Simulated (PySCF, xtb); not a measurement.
CH2O2, SMILES O=CO (connectivity only; charge and spin as stated), charge +1, multiplicity 2. Other conformers were not sampled.

Harmonic wavenumbers (cm⁻¹) from GFN2-xTB run with xtb at its own minimum, in rising order: 546, 582, 797, 1023, 1034, 1256, 1882, 2018, 3124.

### Question
What does PBE-D3(BJ)/def2-TZVP (PySCF 2.14.0) give at its own minimum? (The exact figures need the calculation; the answer reports its results.)

### Answer
387, 693, 941, 1129, 1172, 1310, 1474, 2850, 3468. Paired by order, the mean absolute difference is 255 cm⁻¹ and the zero-point energies are 17.5 and 19.2 kcal/mol.
